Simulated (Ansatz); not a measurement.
[S4]2+ (S4²⁺), relaxed as a singlet with RKS PBE-D4/def2-TZVP in Ansatz, starting from the GFN2-xTB (ALPB water) geometry. Force threshold 0.02 eV/Å.

Start:

Cartesian coordinates in Å:
```
S 0.7436 0.2102 -1.2270
S 1.0938 0.5721 0.7610
S -0.7438 -0.2098 1.2271
S -1.0935 -0.5726 -0.7611
```

```json
{"step": "1", "energy (eV)": "-43302.9242", "largest force component (eV/Å)": "0.086", "SCF passes": "16"}
{"step": "2", "energy (eV)": "-43302.9247", "largest force component (eV/Å)": "0.007", "SCF passes": "20"}
```

Force components are those of the run's own axes.

End:

| atom | x (Å) | y (Å) | z (Å) |
| --- | --- | --- | --- |
| S1 | 0.743 | 0.210 | -1.225 |
| S2 | 1.092 | 0.571 | 0.760 |
| S3 | -0.742 | -0.210 | 1.225 |
| S4 | -1.092 | -0.571 | -0.760 |

By distances, no bond broke or formed. The bond that changes most is S3–S4, from 2.05 to 2.05 Å (atoms count from 1).

No frequencies were taken in this run, so the end may be a saddle point.

It took 1.4 s on 4 threads of Arm Neoverse V2 on a shared host.
